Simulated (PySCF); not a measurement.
BCl3. Atoms are numbered in the order given.

```xyz
4

B      0.0000     0.0000     0.0000
Cl     1.7490     0.0000     0.0000
Cl    -0.8745    -1.5147     0.0000
Cl    -0.8745     1.5147     0.0000
```

The structure is a stationary point at TPSSh-D3(BJ)/def2-SVP. The isomer is the one that the SMILES or the coordinates give; other isomers of the formula were not compared.

Method: TPSSh-D3(BJ)/def2-SVP (PySCF).

Frequencies are harmonic and unscaled.

Modes within 1.5 cm⁻¹ of each other (mostly degenerate sets) share a row, with their intensities summed.

```csv
mode,ν (cm⁻¹),IR (km/mol),moving atoms (share of kinetic energy)
1–2,251,1.5,Cl 95 %
3,447,7.2,"B 91 %, Cl 9 %"
4,469,0.0,Cl 100 %
5–6,976,734.9,"B 85 %, Cl 15 %"
```
